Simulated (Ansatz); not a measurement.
# CHBS (triplet): wave-function methods side by side at distance C2–H4 = 1.177 Å, cc-pVDZ

The task here is to estimate one member of a computed series from the others.

Computed with Ansatz 0.2.0, Gaussian basis. Level: cc-pVDZ, core rule «outside noble gas», up to 7 orbitals frozen.

The runs, in order: UHF; CCSD(T) on ROHF; CCSD(T) on UHF; BCCD(T) on ROHF; CISD; CCSDT(Q) on ROHF; CCSDT(Q) on UHF; CASSCF and MRCISD+Q, 4 electrons in 4 orbitals; CASSCF and NEVPT2, 4 electrons in 4 orbitals.

19 further runs of the same task are left out: 2 for a mislabelled method, 13 that didn't finish, 4 set aside as unsound or not needed.

### The system

The geometry derives from a PBE0/def2-TZVP stationary point (not a proven minimum). One bond is set to the value named and the two fragments are kept rigid.

4 atoms, charge 0, spin multiplicity 3.

Atoms are counted from 1 here; the program's logs count them from 0.

Bond lengths: B1–C2 1.415 Å, B1–S3 1.834 Å, C2–S3 1.766 Å, C2–H4 1.177 Å. Angles: C2–B1–S3 64.4°, B1–C2–S3 69.4°, B1–C2–H4 162.5°, S3–C2–H4 128.1°, B1–S3–C2 46.2°.

The first run:

in.yaml

```yaml
crystal:
  periodic: [false, false, false]
  atoms:
    - {symbol: B, position_ang: [0.000000, -0.942435, 0.804749]}
    - {symbol: C, position_ang: [0.000000, 0.454800, 1.025995]}
    - {symbol: S, position_ang: [0.000000, 0.099993, -0.704412]}
    - {symbol: H, position_ang: [0.000000, 1.507924, 1.551600]}
basis:
  gaussian: {orbitals: cc-pVDZ}
magnetization: {spin_polarized: true, initial_magnetization: 2}
hamiltonian: {xc: hf}
output: {orbitals: {seedname: orbitals}}
```

Launch:

```bash
$ ansatz run in.yaml --threads 1 --pin off --events-out ev --progress --plain --max-ram 2393MiB
```

Among the steps run: UHF; CCSD(T) on ROHF; CCSD(T) on UHF; BCCD(T) on ROHF; CISD; CCSDT(Q) on ROHF; CCSDT(Q) on UHF; CASSCF and MRCISD+Q, 4 electrons in 4 orbitals; CASSCF and NEVPT2, 4 electrons in 4 orbitals.

One table of the session follows, with a row left open; its other results are not shown here.

| method | from UCCSDT(Q) (meV) |
| --- | --- |
| ROHF | +9742.7 |
| UHF | ? |
| RMP2 | +1111.2 |
| UMP2 | +1212.2 |
| CISD | +1426.0 |
| RCCSD | +484.9 |
| UCCSD | +474.3 |
| RCCSD(T) | +62.1 |
| UCCSD(T) | +64.8 |
| BCCD(T) | +60.5 |
| RCCSDT | +37.2 |
| UCCSDT | +35.4 |
| RCCSDT(Q) | +2.7 |
| UCCSDT(Q) | 0 |
| CASSCF pair | +9254.7 |
| MRCISD pair | +1360.0 |
| MRCISD+Q pair | +311.4 |

Estimate the missing values for UHF.

**Answer.** from UCCSDT(Q) (meV): +9542.7. In the column «from UCCSDT(Q) (meV)» it lies between CASSCF pair (+9254.7) and ROHF (+9742.7).

Not comparable, so not listed: CASSCF and NEVPT2, 4 electrons in 4 orbitals (they don't share determinant, frozen orbitals or solution with the rows shown, or repeat one).

Limits of these values: Restricted and unrestricted rows rest on different reference determinants; where their highest levels disagree by more than a few hundredths of an eV, they describe different states and don't form one ladder. Warnings in the runs' records: passed over end.
